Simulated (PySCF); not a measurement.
**Identify the compound**

Molecular formula: C₃H₄O₃. Simulated spectra:

¹H NMR (400 MHz, computed): δ 4.32 (s, 4H).

¹³C{¹H} NMR (computed): δ 162.4 (C), 66.4 (CH2).

PySCF calculation with NMR shieldings at PBE0/pcSseg-2/GIAO and PBE0-D3(BJ)/def2-TZVP geometry; fast rotation and ring inversion assumed for equivalent nuclei, non-relativistic, no solvent model, a single conformation.

δ = σ(ref) − σ, references computed at the same level: TMS for ¹H, ¹³C.

Problem. Deduce the structure.

Solution. 
1. The formula gives 2 degrees of unsaturation (1 ring in the answer).
2. 2 carbon signals for 3 carbons: some carbons are equivalent by symmetry or fast rotation.
3. Carbon types of the structure: 1 × C, 2 × CH2, which accounts for all hydrogens.
4. δC 162.4: carbonate carbon; it is a carbonyl in resonance with an O or N lone pair, the region of acids, esters and amides.
5. δC 66.4: sp3 CH2 bonded to O; deshielded by the electronegative neighbour.
6. δH 4.32: hydrogen on an sp3 CH2 bonded to O; its carbon carries O, an electronegative neighbour.

Structure: ethylene carbonate.

The data come from this structure; uniqueness wasn't tested.

Shifts are as computed. Against solution values, carbons near 30 ppm lie about +3 ppm off and those near 130 ppm about +9 ppm. Of 1211 compounds with measured shifts, 218 miss one by over three times the rms of a fit or turn the order of signals round; such compounds aren't used in these exercises.
